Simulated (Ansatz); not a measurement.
**BH₃F (doublet): from Hartree-Fock to the top rungs at distance B1–H4 along a hydrogen transfer = 1.533 Å, cc-pVDZ**

One table from this session's results is given with a row withheld; the runs are named, their logs left out.

Method: cc-pVDZ, core rule «outside noble gas», up to 2 orbitals frozen; program: Ansatz 0.2.0, Gaussian basis.

Plan: UHF; CCSD(T) on ROHF; CCSD(T) on UHF; BCCD(T) on ROHF; CISD; CCSDT(Q) on ROHF; CCSDT(Q) on UHF; CASSCF and MRCISD+Q, 3 electrons in 3 orbitals; CASSCF and NEVPT2, 3 electrons in 3 orbitals.

16 further runs of the same task are left out: 9 for a known fault of the program, 1 for a mislabelled method, 5 that didn't finish, 1 set aside as unsound or not needed.

### The geometry

The geometry derives from fragments relaxed apart (PBE0/def2-TZVP) and kept rigid, so it is no stationary point. A hydrogen atom is moved between rigid fragments.

5 atoms, charge 0, spin multiplicity 2.

Atoms are counted from 1 here; the program's logs count them from 0.

Bond lengths: B1–H2 1.193 Å, B1–H3 1.193 Å, H4–F5 1.154 Å. Angles: H2–B1–H3 120.0°.

Coordinates:

```
B    -1.56521    0.00000    0.00000
H    -2.16194    1.03357    0.00000
H    -2.16194   -1.03357    0.00000
H    -0.03221    0.00000    0.00000
F     1.12179    0.00000    0.00000
```

Set-up of the first run:

File in.yaml:

```yaml
crystal:
  periodic: [false, false, false]
  atoms:
    - {symbol: B, position_ang: [-1.565212, 0.000000, 0.000000]}
    - {symbol: H, position_ang: [-2.161945, 1.033571, 0.000000]}
    - {symbol: H, position_ang: [-2.161945, -1.033571, 0.000000]}
    - {symbol: H, position_ang: [-0.032212, 0.000000, 0.000000]}
    - {symbol: F, position_ang: [1.121788, 0.000000, 0.000000]}
basis:
  gaussian: {orbitals: cc-pVDZ}
magnetization: {spin_polarized: true, initial_magnetization: 1}
hamiltonian: {xc: hf}
output: {orbitals: {seedname: orbitals}}
```

Launch:

```bash
> ansatz run in.yaml --threads 1 --pin off --events-out ev --progress --plain --max-ram 2393MiB
```

Among the steps run: UHF; CCSD(T) on ROHF; CCSD(T) on UHF; BCCD(T) on ROHF; CISD; CCSDT(Q) on ROHF; CCSDT(Q) on UHF; CASSCF and MRCISD+Q, 3 electrons in 3 orbitals; CASSCF and NEVPT2, 3 electrons in 3 orbitals.

One table of the session follows, with a row left open; its other results are not shown here.

| method | from UCCSDT(Q) (meV) |
| --- | --- |
| ROHF | +8669.8 |
| UHF | +8444.4 |
| RMP2 | +811.3 |
| UMP2 | +904.0 |
| CISD | +771.0 |
| RCCSD | +169.5 |
| UCCSD | +160.3 |
| RCCSD(T) | +35.5 |
| UCCSD(T) | +36.0 |
| BCCD(T) | ? |
| RCCSDT | +17.2 |
| UCCSDT | +16.5 |
| RCCSDT(Q) | +1.0 |
| UCCSDT(Q) | 0 |
| CASSCF pair | +7803.6 |
| NEVPT2 pair | +802.9 |
| MRCISD pair | +632.9 |
| MRCISD+Q pair | +87.1 |

**Question.** Estimate the row for BCCD(T).

As computed: from UCCSDT(Q) (meV): +34.9. In the column «from UCCSDT(Q) (meV)» it lies between RCCSDT (+17.2) and RCCSD(T) (+35.5).

To keep in mind: Restricted and unrestricted rows rest on different reference determinants; where their highest levels disagree by more than a few hundredths of an eV, they describe different states and don't form one ladder.
